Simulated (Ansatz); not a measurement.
## Zinc-blende CdS (metastable phase): TA phonon frequency at X by level of theory

No measured value is used here.

```csv
level (code),value (cm⁻¹),cell (Å³/atom)
LDA (Ansatz),54,23.85
PBE (Ansatz),54,26.02
r²SCAN (Ansatz),54,25.38
B3LYP (VWN-RPA form) (Ansatz),60,26.60
HSE06 (Ansatz),58,25.48
PBE0 (Ansatz),58,25.42
```

Each level is taken at its own relaxed cell. Cutoffs and k meshes differ between the levels. Ansatz's density-functional and Hartree–Fock values are scalar-relativistic unless marked +SOC, with PAW data made under PBE.

Ansatz is a program for electronic structure.
